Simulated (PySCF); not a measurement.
Species: 2,3-hexadiene, C6H10.
SMILES with atom numbers: `[CH3:1][CH:2]=[C:3]=[CH:4][CH2:5][CH3:6]` (hydrogens: H7, H8, H9 on C1; H10 on C2; H11 on C4; H12, H13 on C5; H14, H15, H16 on C6)

Theory: core-valence-separated Tamm–Dancoff BHandHLYP/aug-pcX-1 (pcseg-1 on H) in PySCF, non-relativistic, gas phase, PBE0-D3(BJ)/def2-SVP geometry.

Computed carbon K-edge spectrum, Gaussian lines of 0.5 eV full width, highest printed point 100; it ends one width below the last computed root. The energies are unshifted.

photon energy (eV), absorption and a bar:
```
    282.5          1 
    282.6          2 #
    282.7          6 ##
    282.8         16 #####
    282.9         33 ##########
    283.0         55 #################
    283.1         79 ########################
    283.2         96 #############################
    283.3        100 ##############################
    283.4         91 ###########################
    283.5         72 ######################
    283.6         49 ###############
    283.7         28 ########
    283.8         13 ####
    283.9          5 ##
    284.0          2 
    284.1          0 
    284.2          0 
    284.3          0 
    284.4          0 
    284.5          0 
    284.6          0 
    284.7          0 
    284.8          0 
    284.9          1 
    285.0          2 #
    285.1          4 #
    285.2          8 ##
    285.3         13 ####
    285.4         17 #####
    285.5         21 ######
    285.6         22 #######
    285.7         23 #######
    285.8         26 ########
    285.9         32 ##########
    286.0         41 ############
    286.1         50 ###############
    286.2         56 #################
    286.3         60 ##################
    286.4         60 ##################
    286.5         57 #################
    286.6         51 ###############
```

Task: Assign the maxima to core holes.

Result: 2 maxima:
- 283.3 eV: C3 (central carbon of cumulated double bonds), 283.18 eV, f = 0.063, 28 % of the height at the exact maximum; C4 (outer carbon of cumulated double bonds), 283.38 eV, f = 0.059, 1s→π*, 26 % of the height at the exact maximum; C3 (central carbon of cumulated double bonds), 283.14 eV, f = 0.063, 25 % of the height at the exact maximum; C2 (outer carbon of cumulated double bonds), 283.46 eV, f = 0.060, 1s→π*, 21 % of the height at the exact maximum
- 286.3 eV: C1 (methyl carbon), 286.33 eV, f = 0.026, 21 % of the height at the exact maximum; C5 (chain CH2 carbon), 286.28 eV, f = 0.020, 15 % of the height at the exact maximum; C1 (methyl carbon), 286.51 eV, f = 0.024, 15 % of the height at the exact maximum; C6 (methyl carbon), 286.14 eV, f = 0.025, 13 % of the height at the exact maximum

Further lines of some strength in the range: C6, 285.31 eV, f = 0.008; C1, 285.50 eV, f = 0.006; C4, 285.51 eV, f = 0.011; C2, 285.53 eV, f = 0.009; C5, 285.69 eV, f = 0.012.

Roots within 0.03 eV on the same or equivalent atoms count as one line; shares under 12 % aren't listed.

Vibrational structure and lifetime widths aren't in the curve. The ionisation threshold wasn't computed; near and above it a finite basis only mimics Rydberg series and continuum.

Time: 9.9 s of wall time; peak memory 1.1 GiB. Hardware: an AMD EPYC 9R45 with one thread, no GPU, shared host with 96 logical CPUs at a one-minute load of 20.

Conformer computed: `[CH3:1][CH:2]=[C:3]=[CH:4][CH2:5][CH3:6]`: C3–C4–C5–C6 117°.

One conformer stands for the species.
